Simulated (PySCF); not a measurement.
## How the method moves the HOMO and LUMO of N-methylisobutylamine

Compound: N-methylisobutylamine, C5H13N.
Z-matrix (Å and degrees, PBE0-D3(BJ)/def2-SVP geometry), rows numbered from 1:
```
C 
N   1  1.4396
C   2  1.4427  1  114.35
C   3  1.5272  2  112.32  1  -177.96
C   4  1.5232  3  110.70  2  -175.45
C   4  1.5235  3  111.42  2    59.51
H   1  1.1025  2  109.78  3    63.58
H   1  1.1005  2  110.22  3  -178.65
H   1  1.1129  2  114.66  3   -56.71
H   2  1.0177  1  110.31  3   124.03
H   3  1.1065  2  108.09  1   -57.97
H   3  1.1152  2  112.80  1    58.39
H   4  1.1079  3  107.02  2   -58.37
H   5  1.1007  4  111.27  3   177.46
H   5  1.1028  4  110.78  3   -63.12
H   5  1.1014  4  111.73  3    56.89
H   6  1.1030  4  110.44  3    66.40
H   6  1.1011  4  111.44  3  -173.97
H   6  1.0988  4  110.65  3   -52.56
```

Basis pcSseg-1 throughout (PySCF), one geometry. One conformer (not necessarily the lowest) at the PBE0-D3(BJ)/def2-SVP geometry, without solvent, vibrations or thermal averaging.

Task: How do the orbital energies, the gap and the dipole change with the method?

Result: 
```json
{"method": "BLYP", "kind": "GGA", "HOMO (eV)": "-4.74", "LUMO (eV)": "0.62", "gap (eV)": "5.37", "μ (D)": "0.90", "SCF cycles": "14"}
{"method": "OPBE", "kind": "GGA", "HOMO (eV)": "-4.81", "LUMO (eV)": "0.91", "gap (eV)": "5.72", "μ (D)": "0.90", "SCF cycles": "13"}
{"method": "PBE", "kind": "GGA", "HOMO (eV)": "-4.84", "LUMO (eV)": "0.61", "gap (eV)": "5.46", "μ (D)": "0.91", "SCF cycles": "14"}
{"method": "B97-D", "kind": "GGA", "HOMO (eV)": "-4.87", "LUMO (eV)": "0.77", "gap (eV)": "5.64", "μ (D)": "0.90", "SCF cycles": "14"}
{"method": "LDA", "kind": "LDA", "HOMO (eV)": "-4.92", "LUMO (eV)": "0.41", "gap (eV)": "5.33", "μ (D)": "0.95", "SCF cycles": "13"}
{"method": "BP86", "kind": "GGA", "HOMO (eV)": "-4.95", "LUMO (eV)": "0.70", "gap (eV)": "5.65", "μ (D)": "0.92", "SCF cycles": "13"}
{"method": "KT2", "kind": "GGA", "HOMO (eV)": "-5.01", "LUMO (eV)": "0.54", "gap (eV)": "5.55", "μ (D)": "0.88", "SCF cycles": "14"}
{"method": "KT3", "kind": "GGA", "HOMO (eV)": "-5.03", "LUMO (eV)": "0.52", "gap (eV)": "5.54", "μ (D)": "0.87", "SCF cycles": "12"}
{"method": "B97-2", "kind": "global hybrid", "HOMO (eV)": "-6.03", "LUMO (eV)": "1.50", "gap (eV)": "7.53", "μ (D)": "0.95", "SCF cycles": "12"}
{"method": "B3LYP", "kind": "global hybrid", "HOMO (eV)": "-6.05", "LUMO (eV)": "1.14", "gap (eV)": "7.19", "μ (D)": "0.95", "SCF cycles": "12"}
{"method": "PBE0", "kind": "global hybrid", "HOMO (eV)": "-6.28", "LUMO (eV)": "1.47", "gap (eV)": "7.76", "μ (D)": "0.97", "SCF cycles": "12"}
{"method": "mPW1PW91", "kind": "global hybrid", "HOMO (eV)": "-6.32", "LUMO (eV)": "1.51", "gap (eV)": "7.82", "μ (D)": "0.97", "SCF cycles": "12"}
{"method": "BHandHLYP", "kind": "global hybrid", "HOMO (eV)": "-7.67", "LUMO (eV)": "2.17", "gap (eV)": "9.84", "μ (D)": "1.00", "SCF cycles": "12"}
{"method": "CAM-B3LYP", "kind": "range-separated hybrid", "HOMO (eV)": "-7.69", "LUMO (eV)": "2.32", "gap (eV)": "10.01", "μ (D)": "0.99", "SCF cycles": "12"}
{"method": "wB97X-D", "kind": "range-separated hybrid", "HOMO (eV)": "-8.19", "LUMO (eV)": "3.30", "gap (eV)": "11.49", "μ (D)": "0.99", "SCF cycles": "13"}
{"method": "LC-wPBE", "kind": "range-separated hybrid", "HOMO (eV)": "-9.05", "LUMO (eV)": "3.68", "gap (eV)": "12.73", "μ (D)": "1.03", "SCF cycles": "12"}
{"method": "HF", "kind": "Hartree–Fock", "HOMO (eV)": "-9.87", "LUMO (eV)": "4.36", "gap (eV)": "14.23", "μ (D)": "1.06", "SCF cycles": "10"}
```

The HOMO spans 5.13 eV, from BLYP down to HF, and the gap runs from 5.33 eV (LDA) to 14.23 eV (HF). Over the methods BLYP (0 %), OPBE (0 %), PBE (0 %), B97-D (0 %), LDA (0 %), BP86 (0 %), KT2 (0 %), KT3 (0 %), B97-2 (21 %), B3LYP (20 %), PBE0 (25 %), mPW1PW91 (25 %), BHandHLYP (50 %), HF (100 %), a straight line through the gap against the share of exact exchange rises by 0.87 eV for each 10 % (correlation coefficient 0.999). The dipole ranges from 0.87 D (KT3) to 1.06 D (HF). This basis has no diffuse functions.
